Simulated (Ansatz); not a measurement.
# CH3Al (triplet): wave-function methods side by side, cc-pVDZ

Aim: climb from Hartree-Fock through coupled cluster for CH3Al (triplet) at one geometry and basis, and see what each rung misses.

Method: cc-pVDZ, core rule «outside noble gas», up to 6 orbitals frozen; program: Ansatz 0.2.0, Gaussian basis.

Plan: UHF; CCSD(T) on ROHF; CCSD(T) on UHF; BCCD(T) on ROHF; CISD; CCSDT(Q) on ROHF; CCSDT(Q) on UHF.

15 further runs of the same task are left out: 2 for a known fault of the program, 6 that didn't finish, 7 set aside as unsound or not needed.

## Step 1: The system

The geometry is a PBE0/def2-TZVP stationary point (not a proven minimum) of the parent state, kept for this charge and spin.

5 atoms, charge 0, spin multiplicity 3.

Atoms are counted from 1 here; the program's logs count them from 0.

Bond lengths: Al1–C2 1.782 Å, Al1–H3 1.573 Å, C2–H4 1.086 Å, C2–H5 1.086 Å. Angles: C2–Al1–H3 171.1°, Al1–C2–H4 122.2°, Al1–C2–H5 122.2°, H4–C2–H5 114.3°.

As a file:

```
Al   -0.02290    0.00000    0.58495
C     0.04506    0.00000   -1.19575
H     0.16062    0.00000    2.14696
H    -0.04228    0.91251   -1.77840
H    -0.04228   -0.91251   -1.77840
```

## Step 2: UHF

The input, in.yaml:

```yaml
crystal:
  periodic: [false, false, false]
  atoms:
    - {symbol: Al, position_ang: [-0.022898, 0.000000, 0.584948]}
    - {symbol: C, position_ang: [0.045057, -0.000001, -1.195748]}
    - {symbol: H, position_ang: [0.160619, 0.000001, 2.146962]}
    - {symbol: H, position_ang: [-0.042277, 0.912507, -1.778398]}
    - {symbol: H, position_ang: [-0.042277, -0.912509, -1.778397]}
basis:
  gaussian: {orbitals: cc-pVDZ}
magnetization: {spin_polarized: true, initial_magnetization: 2}
hamiltonian: {xc: hf}
output: {orbitals: {seedname: orbitals}}
```

Command:

```sh
$ ansatz run in.yaml --threads 1 --pin off --events-out ev --progress --plain --max-ram 2393MiB
```

After this run come: CCSD(T) on ROHF; CCSD(T) on UHF; BCCD(T) on ROHF; CISD; CCSDT(Q) on ROHF; CCSDT(Q) on UHF.

Before running them: what should the planned runs give, taken together? Wanted: UCCSDT(Q) below the RHF energy; RMP2 from UCCSDT(Q); UMP2 from UCCSDT(Q); RCCSD from UCCSDT(Q); RCCSD(T) from UCCSDT(Q); UCCSD(T) from UCCSDT(Q); RCCSDT(Q) from UCCSDT(Q); T1 diagnostic.

As calculated:

| quantity | value |
| --- | --- |
| UCCSDT(Q) below the RHF energy | -5.8142 eV |
| RMP2 from UCCSDT(Q) | +24.29 kcal/mol |
| UMP2 from UCCSDT(Q) | +24.59 kcal/mol |
| RCCSD from UCCSDT(Q) | +3.97 kcal/mol |
| RCCSD(T) from UCCSDT(Q) | +0.78 kcal/mol |
| UCCSD(T) from UCCSDT(Q) | +0.77 kcal/mol |
| RCCSDT(Q) from UCCSDT(Q) | +0.02 kcal/mol |
| levels within 1 kcal/mol (43 meV) | RCCSD(T), UCCSD(T), BCCD(T), RCCSDT, UCCSDT, RCCSDT(Q) |
| T1 diagnostic | 0.020 |

RCCSD(T) lands +0.78 kcal/mol from the yardstick (0.6 % of the correlation energy). These misses are within one basis, not against nature; the frozen cores of restricted and unrestricted runs differ, which can shift their rows.
